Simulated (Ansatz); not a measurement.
Geometry optimisation, UKS revPBE-D4/def2-SVP (Ansatz).

Input:

```yaml
crystal:
  periodic: [false, false, false]
  atoms:
    - { symbol: Mg, position_ang: [0.311988, -1.58837, 0.037556] }
    - { symbol: H, position_ang: [-0.967717, 0.112869, -2.10438] }
    - { symbol: Cl, position_ang: [0.293523, -3.6149, -0.899571] }
    - { symbol: H, position_ang: [-0.752382, 0.41044, -1.500912] }
    - { symbol: Si, position_ang: [0.297212, 0.753916, 0.990732] }
    - { symbol: H, position_ang: [-1.113131, 1.304762, 1.000828] }
    - { symbol: H, position_ang: [1.086525, 1.67948, 0.088863] }
    - { symbol: H, position_ang: [0.843883, 0.941803, 2.386884] }
magnetization:
  spin_polarized: true
basis:
  gaussian: { orbitals: def2-SVP }
hamiltonian:
  xc: revpbe
  dispersion: d4
relax:
  f_tol: 0.03
  max_steps: 50
```

Launched with:

```bash
$ ansatz run input.yaml --threads 2 --pin off --max-ram 3072MiB --backend cpu --events-out ev --progress --plain --runs-dir out
```

Question: Where does it end, and by what steps?

Answer: The forces met the threshold. The force dipped under the threshold on the way, but the program's further checks kept it going. After 15 steps the energy has fallen by 0.145 eV; H2 moved furthest, 0.86 Å.

| step | energy less start (eV) | largest force component (eV/Å) | accepted |
| --- | --- | --- | --- |
| 0 | 0.0000 | 2.191 | yes |
| 1 | -0.1045 | 0.067 | yes |
| 2 | -0.1105 | 0.071 | yes |
| 3 | -0.1132 | 0.372 | yes |
| 4 | -0.1225 | 0.177 | yes |
| 5 | -0.1313 | 0.048 | yes |
| 6 | -0.1389 | 0.081 | yes |
| 7 | -0.1290 | 0.744 | no |
| 8 | -0.1388 | 0.140 | no |
| 9 | -0.1415 | 0.056 | yes |
| 10 | -0.1438 | 0.020 | yes |
| 11 | -0.1429 | 0.327 | no |
| 12 | -0.1446 | 0.062 | yes |
| 13 | -0.1450 | 0.086 | yes |
| 14 | -0.1451 | 0.062 | yes |
| 15 | -0.1453 | 0.001 | yes |

```xyz
8
Properties=species:S:1:pos:R:3
Mg 0.195 -1.274 -0.104
H -0.940 -0.696 -2.395
Cl 0.122 -3.271 -1.111
H -0.971 0.034 -2.154
Si 0.373 0.927 1.225
H -0.980 1.573 1.431
H 1.223 1.954 0.508
H 0.978 0.753 2.599
```

Time of the run: 26 s on 2 threads of AMD EPYC 7B13 (Zen 3) (shared host), peak memory 0.19 GiB.
